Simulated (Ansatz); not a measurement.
`CCC(F)S`, relaxed with RKS PBE0-D4/def2-TZVP in Ansatz 0.2.0 from a PBE-D4/def2-SVP geometry. The force threshold is 0.005 eV/Å; the program also tests the step.

Charge 0, multiplicity 1.

Start:

```xyz
12

C    -0.703    1.154    0.533
C     0.563    0.371    0.196
C     0.376   -0.703   -0.871
F     1.618   -1.228   -1.195
S    -0.801   -2.033   -0.423
H    -1.493    0.484    0.927
H    -1.115    1.662   -0.364
H    -0.496    1.934    1.292
H     0.984   -0.114    1.104
H     1.356    1.052   -0.184
H    -0.069   -0.265   -1.795
H    -0.220   -2.315    0.778
```

```json
{"step": "1", "energy (eV)": "-16770.1532", "largest force (eV/Å)": "0.808", "largest move (Å)": "0.000"}
{"step": "2", "energy (eV)": "-16770.1999", "largest force (eV/Å)": "0.318", "largest move (Å)": "0.025"}
{"step": "3", "energy (eV)": "-16770.2065", "largest force (eV/Å)": "0.119", "largest move (Å)": "0.022"}
{"step": "4", "energy (eV)": "-16770.2071", "largest force (eV/Å)": "0.050", "largest move (Å)": "0.010"}
{"step": "5", "energy (eV)": "-16770.2072", "largest force (eV/Å)": "0.016", "largest move (Å)": "0.006"}
{"step": "6", "energy (eV)": "-16770.2072", "largest force (eV/Å)": "0.004", "largest move (Å)": "0.003"}
```

End:

```xyz
12

C    -0.698    1.141    0.526
C     0.560    0.358    0.201
C     0.364   -0.695   -0.867
F     1.603   -1.199   -1.217
S    -0.760   -2.029   -0.424
H    -1.479    0.490    0.923
H    -1.097    1.634   -0.364
H    -0.487    1.914    1.267
H     0.960   -0.129    1.097
H     1.342    1.031   -0.164
H    -0.075   -0.258   -1.771
H    -0.233   -2.259    0.791
```

It took 22 s on 4 threads of an Arm Neoverse V1 on a shared host, with 0.52 GiB of host memory at the peak.
